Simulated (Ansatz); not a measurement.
We consider fcc Ca, described by PBE0 in Ansatz (plane waves, PAW).

Settings: plane-wave cutoff 460 eV, 10×10×10 k mesh, Fermi–Dirac smearing 0.05 eV, scalar-relativistic PAW data made under PBE.

Computed points:

| V (Å³/atom) | E − E_lowest (meV/atom) | P (GPa) |
|---|---|---|
| 40.834 | 9.69 | 1.250 |
| 42.376 | 1.50 | 0.473 |
| 43.237 | 0.00 | 0.091 |
| 44.549 | 1.42 | -0.426 |
| 45.636 | 5.62 | -0.803 |

### Question
What bulk modulus B0 and pressure derivative B′ does a third-order Birch–Murnaghan fit give?

### Answer
V0 = 43.456 Å³/atom, B0 = 17.9 GPa, B′ = 3.6 (fit to the energies at full precision).

Measured, for comparison: bulk modulus 18.6 GPa (corrected for temperature and zero-point phonon effects, our sources range from 15.9 to 18.7; as tabulated in Levämäki et al. (2014), arXiv:1402.3671); equilibrium volume per atom 42.81 Å³/atom (low-temperature or extrapolated to 0 K; zero-point anharmonic expansion removed; as tabulated in Csonka et al. (2009), arXiv:0903.4037). Computed (rounded) less measured: bulk modulus not scored (sources differ), equilibrium volume per atom +1.5 %.

The computed numbers hold no vibrational or temperature effects.

Ansatz is a program for electronic structure.
